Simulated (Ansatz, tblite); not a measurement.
# SiH3(NHEt) (C₂H₉NSi): a ladder of methods and basis sets

Aim: run the singlet of SiH3(NHEt) (C₂H₉NSi) at one geometry on many levels, and compare frontier levels, spin and run time.

Method: as each input shows; program: Ansatz 0.2.0, Gaussian basis.

Plan: GFN1-xTB, GFN2-xTB, PBE-D4/def2-TZVP, r2SCAN-D4/def2-TZVP, r2SCAN0-D4/def2-TZVP, BLYP-D4/def2-TZVP, B3LYP-D4/def2-TZVP, B2PLYP/def2-TZVP, LDA/def2-TZVP, HSE06-D4/def2-TZVP, B97M-V/def2-TZVP, PBE-D4/def2-SVP, PBE0-D4/def2-SVP, PBE0-D4/def2-TZVPD, PBE-D4/def2-TZVPD, r2SCAN-D4/def2-TZVPD, CCSD(T)/def2-TZVPP, MP2/def2-TZVP, RPA/def2-TZVP.

**1. The structure**

The geometry is that of the singlet, from an earlier relaxation (PBE-D4/def2-SVP).

13 atoms, charge 0, spin multiplicity 1.

Bond lengths: Si1–H2 1.504 Å, Si1–H3 1.516 Å, Si1–H4 1.507 Å, Si1–N5 1.745 Å, N5–C6 1.457 Å, N5–H8 1.024 Å, C6–C7 1.533 Å, C6–H9 1.114 Å, C6–H10 1.113 Å, C7–H11 1.110 Å, C7–H12 1.110 Å, C7–H13 1.110 Å. Angles: H2–Si1–H3 107.4°, H2–Si1–H4 110.9°, H2–Si1–N5 106.9°, H3–Si1–H4 106.4°, H3–Si1–N5 116.9°, H4–Si1–N5 108.4°, Si1–N5–C6 124.2°, Si1–N5–H8 116.6°, C6–N5–H8 113.4°, N5–C6–C7 115.0°, N5–C6–H9 109.4°, N5–C6–H10 107.9°, C7–C6–H9 109.4°, C7–C6–H10 109.5°, H9–C6–H10 105.3°, C6–C7–H11 111.2°, C6–C7–H12 111.4°, C6–C7–H13 111.0° and more.

PBE0-D4/def2-TZVP was run before; its log isn't repeated, and its numbers join the tables.

**2. GFN1-xTB**

Tight binding, by tblite at 300 K electronic temperature and without a spin-polarisation term:

```python
tblite.interface.Calculator('GFN1-xTB', numbers, positions, charge=0, uhf=0).singlepoint()
```

Energy -385.6700 eV, HOMO -11.10 eV, LUMO -5.05 eV; 0.02 s.

**3. GFN2-xTB**

Tight binding, by tblite at 300 K electronic temperature and without a spin-polarisation term:

```python
tblite.interface.Calculator('GFN2-xTB', numbers, positions, charge=0, uhf=0).singlepoint()
```

Energy -368.3821 eV, HOMO -9.95 eV, LUMO -4.55 eV; 0.004 s.

**4. PBE-D4/def2-TZVP**

start.molden holds the orbitals of an earlier run on this state, given as this run's starting guess.

in.yaml

```yaml
crystal:
  periodic: [false, false, false]
  atoms:
    - {symbol: Si, position_ang: [0.431562, 1.527357, 1.135700]}
    - {symbol: H, position_ang: [0.071010, 1.900512, 2.547727]}
    - {symbol: H, position_ang: [1.916601, 1.221327, 1.112553]}
    - {symbol: H, position_ang: [0.221676, 2.691655, 0.202771]}
    - {symbol: N, position_ang: [-0.647294, 0.240447, 0.661221]}
    - {symbol: C, position_ang: [-0.713760, -0.319505, -0.682725]}
    - {symbol: C, position_ang: [0.289200, -1.443376, -0.967444]}
    - {symbol: H, position_ang: [-0.917809, -0.423888, 1.391910]}
    - {symbol: H, position_ang: [-1.747036, -0.688182, -0.878715]}
    - {symbol: H, position_ang: [-0.555458, 0.510688, -1.406611]}
    - {symbol: H, position_ang: [1.333524, -1.091456, -0.838060]}
    - {symbol: H, position_ang: [0.182148, -1.827804, -2.003305]}
    - {symbol: H, position_ang: [0.135637, -2.297786, -0.275033]}
basis:
  gaussian: {orbitals: def2-TZVP, initial_orbitals: start.molden}
hamiltonian: {xc: pbe, dispersion: d4}
scf: {omitted_lower_state_checks: [starts]}
output: {orbitals: {seedname: orbitals}}
```

The run is started by

```
$ ansatz run in.yaml --threads 4 --pin off --events-out ev --progress --plain --max-ram 3916MiB
```

The runs that follow: r2SCAN-D4/def2-TZVP; r2SCAN0-D4/def2-TZVP; BLYP-D4/def2-TZVP; B3LYP-D4/def2-TZVP; B2PLYP/def2-TZVP; LDA/def2-TZVP; HSE06-D4/def2-TZVP; B97M-V/def2-TZVP; PBE-D4/def2-SVP; PBE0-D4/def2-SVP; PBE0-D4/def2-TZVPD; PBE-D4/def2-TZVPD; r2SCAN-D4/def2-TZVPD; CCSD(T)/def2-TZVPP; MP2/def2-TZVP; RPA/def2-TZVP.

**Question.** What will the summary of the whole plan be? Wanted: gap in def2-TZVP, named functionals, smallest and largest; correlation energy, CCSD(T)/def2-TZVPP; correlation energy, MP2/def2-TZVP; binding an atom, CCSD(T)/def2-TZVPP; PBE0 total energy, smallest basis above largest.

**Answer**, as computed:

```
                                                 quantity                                value
gap in def2-TZVP, named functionals, smallest and largest  4.91 eV (LDA), 7.71 eV (r2SCAN0-D4)
                   correlation energy, CCSD(T)/def2-TZVPP                            -21.21 eV
                        correlation energy, MP2/def2-TZVP                            -18.30 eV
                      binding an atom, CCSD(T)/def2-TZVPP                             3.575 eV
          PBE0 total energy, smallest basis above largest       6.86 eV (def2-SVP, def2-TZVPD)
```

What this shows: Orbital gaps of the named functionals in def2-TZVP span 4.91 eV (LDA) to 7.71 eV (r2SCAN0-D4); exact exchange widens it. The functionals in def2-TZVP miss CCSD(T)/def2-TZVPP by +0.037 (r2SCAN0-D4) to +0.540 eV (LDA) an atom. The reference is CCSD(T) in one finite basis, so it carries an error of its own, often a tenth of an eV or more, and near misses can't be ranked.
